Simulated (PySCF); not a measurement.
Method: PySCF with PBE-D3(BJ)/def2-TZVP // B3LYP-D3(BJ)/def2-TZVP. Gas-phase values, no solvent. 

Reference species (SMILES): `[CH3][Al][CH3]` (neutral, multiplicity 2).

```json
{
  "dipole_moment": "0.46 D"
}
```

Changed species: `[CH3]` (radical fragment; the reference has radical fragment).

Predict the effect on the dipole moment.

the dipole moment falls by 0.46 D, to 0.00 D.
